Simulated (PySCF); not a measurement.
Below is a simulated gas-phase S 2p photoelectron spectrum of `O=[SH](=O)Cl`.

Every computed line was given a Gaussian of 0.7 eV full width at half maximum and an area set by the number of equivalent atoms (split 2:1 within a doublet); the highest printed point is 100. Theory: PySCF 2.14.0, delta-SCF UKS SCAN, pcX-2 on the ionised atom, pcseg-1 elsewhere, spin-free X2C.

binding energy (eV), intensity and a bar:
```
    174.7          0 
    174.8          1 
    174.9          2 #
    175.0          5 #
    175.1         10 ###
    175.2         20 ######
    175.3         34 ##########
    175.4         53 ################
    175.5         73 ######################
    175.6         90 ###########################
    175.7        100 ##############################
    175.8         99 ##############################
    175.9         87 ##########################
    176.0         69 #####################
    176.1         49 ###############
    176.2         32 ##########
    176.3         21 ######
    176.4         16 #####
    176.5         18 #####
    176.6         25 #######
    176.7         34 ##########
    176.8         43 #############
    176.9         49 ###############
    177.0         50 ###############
    177.1         46 ##############
    177.2         38 ###########
    177.3         27 ########
    177.4         18 #####
    177.5         10 ###
    177.6          5 ##
    177.7          3 #
    177.8          1 
    177.9          0 
    178.0          0
```

**Question.** How many maxima does the curve show, and how many computed lines lie under it?

**Answer.** The curve has 2 maxima (at 175.7 and 177.0 eV). Under it lie 2 lines from 1 inequivalent sulfur site, drawn as a 2p3/2, 2p1/2 pair.

**Question.** Decompose the envelope and assign each component. Numbering: `[O:1]=[SH:2](=[O:3])[Cl:4]`.

**Answer.** 
| position (eV) | relative area | line | atoms | environment |
| --- | --- | --- | --- | --- |
| 175.74 | 0.67 | S 2p3/2 | S2 | sulfonyl sulfur |
| 176.97 | 0.33 | S 2p1/2 | S2 | sulfonyl sulfur |

**Question.** What are the centre and the root-mean-square width of the whole band?

**Answer.** The area-weighted mean of the lines is 176.15 eV. Their own spread about it is 0.58 eV (rms) and each Gaussian has σ = 0.7/2.355 = 0.30 eV; the variances add, which gives 0.65 eV.

The curve has no shake-up lines and no vibrational structure. Spin–orbit and ligand-field terms were added within each 2p shell after the spin-free SCF. 2p1/2 minus 2p3/2 (ligand field included): S 1.23 eV. Geometry: GFN2-xTB; no solvent, vibrations or thermal averaging.

Hardware: one thread, Arm Neoverse V1, on a shared host. Cost: 12 s of wall time.
